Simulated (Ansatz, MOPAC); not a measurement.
System: CH₅Si, charge -1, multiplicity 1. SMILES: [CH2-][SiH3]

Atoms: C1, Si2, H3, H4, H5, H6, H7. Bonds: C1-Si2, C1-H3, C1-H4, Si2-H5, Si2-H6, Si2-H7.

Bond lengths (Å) and angles (degrees) optimised at AM1 with MOPAC; PM3 with MOPAC; PM7 with MOPAC; B3LYP/6-31G* with Ansatz (a program for electronic structure), each started from the B3LYP-D3(BJ)/def2-TZVP structure (Ansatz) of the last column. A row stands for all coordinates that are equal there; 9 of 10 kinds are shown. 6-31G* holds six Cartesian d functions.

```csv
coordinate,AM1,PM3,PM7,B3LYP/6-31G*,B3LYP-D3(BJ)/def2-TZVP
C1-Si2,1.642,1.702,1.711,1.786,1.779
C1-H3,1.090,1.076,1.061,1.099,1.092
Si2-H5,1.496,1.532,1.478,1.565,1.547
Si2-H6,1.484,1.517,1.464,1.523,1.513
Si2-C1-H3,124.0,122.9,122.9,116.5,117.4
C1-Si2-H5,120.8,118.4,116.9,129.2,126.4
C1-Si2-H6,115.3,113.7,112.8,112.4,112.8
H3-C1-H4,112.0,114.2,114.1,110.4,111.8
H5-Si2-H6,98.1,100.9,103.1,97.4,98.5
```

Mean signed difference of all 6 bond lengths from B3LYP-D3(BJ)/def2-TZVP: AM1 -0.041 Å, PM3 -0.019 Å, PM7 -0.049 Å, B3LYP/6-31G* 0.010 Å.
